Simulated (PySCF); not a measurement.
# Which determinant of CH lies lowest?

Unrestricted PBE0; PySCF, no relativity, basis sets H def2-TZVPP, C def2-TZVPP. Outer shells of the fragments: H 1s1; C 2s2 2p2.

Followed along the bond (rough minima from three points):

```
2Ms+1   unpaired  ⟨S²⟩ at the start  R at minimum (Å)  Te (eV)
    2        π ↑               0.75              1.13     0.00
    4  σ ↑, π ↑↑               3.75              1.09     0.54
```

Solutions found at the starting distance of 1.030 Å, counted from the lowest of them; the search is not exhaustive and high or unbound solutions are not listed, so other states can lie among these:

```csv
2Ms+1,unpaired,term,E (eV),⟨S²⟩,⟨Lz²⟩,μ (D)
2,π ↑,²Π,0.00,0.75,1.00,-1.65
4,"σ ↑, π ↑↑",⁴Σ⁻,0.45,3.75,0.00,-0.62
2,"σ ↑, π ↑↓",mixed,1.71,1.76,2.01,-0.84
2,"σ ↓, π ↑↑",mixed,1.92,1.76,0.00,-1.02
2,σ ↑,mixed,3.16,0.75,2.00,-0.84
2,π ↑,²Π,6.93,0.78,1.01,-0.28
4,"σ ↑↑, π ↑",⁴Π,8.82,3.75,1.00,3.79
```

A term symbol is given only where ⟨S²⟩ and ⟨Lz²⟩ are close to those of a pure state; real π, δ and φ orbitals otherwise mix terms. A positive dipole means H(−)C(+).

Task: Compare the gap between the two lowest followed solutions at the starting distance with the gap between their minima.

Result: At PBE0 the second solution (quartet, unpaired electrons σ ↑, π ↑↑) lies +0.45 eV from the first (doublet, unpaired electrons π ↑) at 1.030 Å and +0.54 eV at the minima; the two curves relax by different amounts, since their minima lie near 1.09 and 1.13 Å.

Counting both spins, an empty level lies below a filled one in some of these solutions, because spin and occupation are held.
